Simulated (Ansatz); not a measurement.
```xyz
11

C    -0.4089   -0.5765    1.0916
C     0.5156   -0.2529   -0.0556
F     0.7206   -1.4011   -0.8083
C    -0.0455    0.8153   -0.9538
F     0.8912    1.2189   -1.8787
H    -0.0074   -1.4126    1.6647
H    -1.3999   -0.8548    0.7254
H    -0.5102    0.2812    1.7598
H     1.4998    0.0644    0.3069
H    -0.3378    1.6868   -0.3591
H    -0.9174    0.4315   -1.4928
```

Charge 0, multiplicity 1.

(1) List the CAM-B3LYP/def2-TZVPP orbital energies in eV (Ansatz). (Best estimate.)

Results:

(1) Computed: Occupied: -673.30, -673.19, -281.20, -281.05, -279.07, -35.02, -34.65, -24.18, -21.43, -18.99, -16.59, -16.01, -15.73, -14.83, -14.31, -13.26, -13.00, -12.59, -11.51, -11.28, -10.80. Lowest empty: 1.89, 2.69, 2.85, 3.54, 3.98, 4.15, 4.28, 4.85.
